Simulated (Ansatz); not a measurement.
Isomers of CH4AlN, relaxed with PBE0-D4/def2-TZVP in Ansatz; electronic energies, one conformer each and not always the lowest. Functionals use def2-TZVPP; CBS adds triple-zeta CCSD(T) − MP2 to the MP2 limit of def2-TZVPP and def2-QZVPP.

(1) Order them by energy at frozen-core CCSD(T)/CBS, lowest first. (Best estimate.)
A. `[CH2]1[NH][AlH]1`
B. `C=[N][AlH2]`
C. `N=[CH][AlH2]`

(2) How do ωB97M-V, PBE0-D4, B2PLYP, r2SCAN-D4 place them (kcal/mol, against `C=[N][AlH2]`)? (Best estimate.)

## Answers

(1) B (0.0 kcal/mol), A (19.7 kcal/mol), C (21.9 kcal/mol).

(2) Ansatz gave: 
```tsv
isomer	ωB97M-V	PBE0-D4	B2PLYP	r2SCAN-D4
`[CH2]1[NH][AlH]1`	19.9	17.7	22.2	19.3
`N=[CH][AlH2]`	22.4	22.5	23.6	24.4
```
